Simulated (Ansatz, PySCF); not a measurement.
Band gap of rock-salt MgS at several levels of theory

No measured value is used here.

```csv
level (code),value (eV),cell (Å³/atom)
LDA (Ansatz),2.56 (indirect),17.61
PBE (Ansatz),2.79 (indirect),17.61
PBE-D3(BJ) (Ansatz),2.85,17.12
r²SCAN-D4 (Ansatz),3.49,17.41
r²SCAN+rVV10 (Ansatz),3.45,17.47
B3LYP (VWN-RPA form) (Ansatz),4.22 (indirect),17.61
Hartree–Fock (Ansatz),10.33 (indirect),17.61
G0W0@Hartree–Fock (PySCF),6.27 ± 0.1,17.61
G0W0@HSE06+SOC (Ansatz),4.83,17.61
G0W0@PBE (PySCF),4.47 ± 0.08,17.61
G0W0@PBEsol+SOC (Ansatz),4.33,17.61
```

Computed values are for a static lattice.  A ± on a computed value is a rough bar: the spread of its extrapolation, a floor set from checks against published values, or a statistical error. PBE-D3(BJ), r²SCAN-D4, r²SCAN+rVV10: the gap is read on the k mesh or supercell of the run alone and can be too large. G0W0@HSE06+SOC: GW on a hybrid start was not checked against another program. G0W0@HSE06+SOC, G0W0@PBEsol+SOC: spin–orbit coupling enters as the shift of the gap found with a semilocal functional. Values are at the measured cell; PBE-D3(BJ) at the level's own equilibrium cell; r²SCAN-D4 at the level's own equilibrium cell; r²SCAN+rVV10 at the level's own relaxed cell. Cutoffs and k meshes differ between the levels. Ansatz's density-functional and Hartree–Fock values are scalar-relativistic unless marked +SOC, with PAW data made under PBE.

Ansatz is an electronic-structure program.
